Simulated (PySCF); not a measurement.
Compound: thioacetic acid, C2H4OS.
SMILES: `CC(O)=S`

Method: MP2 and CCSD/aug-cc-pVDZ in PySCF, restricted Hartree–Fock reference, frozen core, non-relativistic, gas phase, PBE0-D3(BJ)/def2-SVP geometry.

E(HF) = -550.48173 Eh.

Task: How large is the problem?

Result: 132 basis functions and 40 electrons; 8 orbitals frozen, which leaves o = 12 correlated occupied and v = 112 virtual orbitals. That is o·v = 1344 singles and o·v(o·v + 1)/2 = 903840 distinct closed-shell doubles amplitudes before symmetry; the costliest CCSD step grows as o²v⁴ = 2.3 × 10^10.

Task: What are the MP2 and CCSD correlation energies?

Result: MP2 -0.6241 Eh and CCSD -0.6569 Eh, which gives totals of -551.10581 and -551.13862 Eh. That is 0.745 eV for each correlated electron at CCSD (1725 kJ/mol in all, 0.119 % of the total energy); MP2 gives 95.0 % of the CCSD value.

Task: What is the T1 diagnostic?

Result: 0.0177, below the customary warning level of 0.02. It is the norm of the spatial-orbital singles amplitudes over the root of the number of correlated electrons, so the norm is 0.087.

Task: How does correlation change the dipole moment?

Result: HF gives 2.28 D and CCSD (unrelaxed density) 1.81 D, a change of -0.47 D.

Connected triples and the basis-set limit are missing.

Conformer computed: `[CH3:1][C:2]([OH:3])=[S:4]`: H–O3–C2–C1 -179°.

One conformer stands for the species.
